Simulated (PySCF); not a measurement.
Cartesian coordinates (Å):
SMILES: [OH]
```xyz
2

O      0.4953     0.0000     0.0000
H     -0.4954     0.0000     0.0000
```
Charge 0, spin multiplicity 2.

Task: Give the total energy, highest occupied spin orbital and dipole moment at the level TPSSh-D3(BJ)/def2-TZVP // BP86-D3(BJ)/def2-SVP (PySCF 2.14.0).

Result: 
```
Property                            Result
-----------------------------  -----------
total energy                   -75.7653 Ha
highest occupied spin orbital     -8.07 eV
dipole moment                       1.75 D
```
